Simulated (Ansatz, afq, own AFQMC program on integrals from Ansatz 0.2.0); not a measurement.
Where AFQMC and coupled cluster stand for InH₃⁺, doublet

```xyz
4

In    0.0000   -0.0451    0.0013
H     0.0000    5.5947   -0.1641
H     0.0000   -0.3460   -3.9884
H     0.0000   -0.1159    4.0015
```

Basis def2-SVP with its core potentials. Noble-gas cores (and the filled d shells of Ga–Kr and In–Xe) are frozen. AFQMC by an in-house program on the Cholesky factors that Ansatz 0.2.0 writes for its CCSD(T) run. The CISD trial takes its coefficients from CCSD amplitudes. Released means that phaseless walkers are propagated on without the constraint, phases kept. Uncertainties: one standard error, sampling alone. No spin–orbit coupling.

Determinant: UHF, the one that the program's search chose, which needn't be the lowest solution. The geometry is a point of a scan.

Full CI on the same integrals is exact in this basis and with this determinant's frozen core.

Cautions: no spin-orbit coupling; inner d shell frozen; unrestricted determinant spin contaminated (⟨S²⟩ 1.75 against 0.75); the ph-AFQMC/HF walk drifts between its halves (2.3 errors); the next higher spin lies close (within 5 meV by full CI).

The T1 diagnostic is 0.0021 and the weight of the determinant in the CISD state is 0.955. The ⟨S²⟩ of the determinant is 1.750. The size of the correlated space is 5 electrons in 32 orbitals.

Reference: full CI, correlation energy -0.853 eV. The released energy is read at 2.40 1/Eh (meV from the phaseless value at times in 1/Eh: -0.03 ± 0.03 at 0.24, -0.01 ± 0.03 at 0.51, -0.03 ± 0.02 at 0.99, -0.02 ± 0.02 at 1.62, 0.17 ± 0.21 at 2.40). The cautions show a poor starting determinant, so the rows tell how each method copes with it here, and full CI is the sure value.

```csv
level,E − E(reference) (kJ/mol),share of correlation (%)
HF,82.3,0.00
MP2,27.5,66.58
CCSD,0.0,99.96
CCSD(T),0.0,99.99
CCSDT,0.0,100.00
CCSDT(Q),0.0,100.00
CCSDTQ,0.0,100.01
ph-AFQMC/HF,-0.5 ± 0.9,100.66
ph-AFQMC/CISD,0.0 ± 0.01,100.00
released AFQMC,0.0 ± 0.02,99.98
```

CCSDT and higher add their correlation energy to the determinant of the CCSD(T) run, since their own runs factorise the integrals more tightly (a shift of under 2 meV). A walk keeps the symmetry of its determinant, which the program's search chose and which needn't be the lowest solution, so a lower state of the same spin and another symmetry isn't excluded. Released energies are given only where the last usable release times agree within the noise; a slower fall can still hide under it.
